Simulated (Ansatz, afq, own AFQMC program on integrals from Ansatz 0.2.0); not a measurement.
**Where AFQMC and coupled cluster stand for CH3, doublet**

```xyz
4

C    -0.0045    0.0076    0.0000
H     1.0754    0.0216   -0.0003
H    -0.4891    0.8224   -0.0024
H    -0.5323   -0.9346    0.0030
```

Basis 6-31G. Noble-gas cores (and the filled d shells of Ga–Kr and In–Xe) are frozen. Ansatz 0.2.0 and our own AFQMC program on the same integrals; the CISD trial comes from CCSD amplitudes, and released means the phaseless constraint is let go. Free projection: walkers drawn from exp(T), propagated without any constraint. Its projection time is finite, and what remains of the start isn't in its error. Error bars are statistical, one sigma.

Determinant: UHF, the one that the program's search chose, which needn't be the lowest solution. The geometry is a point of a scan.

Full CI on the same integrals is exact in this basis and with this determinant's frozen core.

* T1 diagnostic: 0.0051
* weight of the determinant in the CISD state: 0.958
* ⟨S²⟩ of the determinant: 0.760
* size of the correlated space: 7 electrons in 14 orbitals

Reference: full CI, correlation energy -2.494 eV. The released energy is read at 2.40 1/Eh (meV from the phaseless value at times in 1/Eh: 0.5 ± 0.5 at 0.24, -0.5 ± 0.7 at 0.51, -0.9 ± 0.6 at 0.99, -0.7 ± 0.6 at 1.62, -0.2 ± 0.6 at 2.40).

```
         level  E − E(reference) (kJ/mol)  share of correlation (%)
            HF                      240.7                      0.00
           MP2                       48.4                     79.88
          CCSD                        3.3                     98.65
       CCSD(T)                        0.7                     99.69
         CCSDT                        0.2                     99.91
      CCSDT(Q)                        0.0                     99.99
        CCSDTQ                        0.0                    100.00
   ph-AFQMC/HF                 -0.8 ± 1.4                    100.35
 ph-AFQMC/CISD                 0.1 ± 0.07                     99.98
released AFQMC                 0.0 ± 0.06                     99.98
    free AFQMC                 0.0 ± 0.05                    100.01
```

CCSDT and higher add their correlation energy to the determinant of the CCSD(T) run, since their own runs factorise the integrals more tightly (a shift of under 2 meV). Free projections are given only where their last times agree within the noise and don't stop above the reference; a slow remainder of the start can still hide under it. A walk keeps the symmetry of its determinant, which the program's search chose and which needn't be the lowest solution, so a lower state of the same spin and another symmetry isn't excluded. Released energies are given only where the last usable release times agree within the noise; a slower fall can still hide under it.
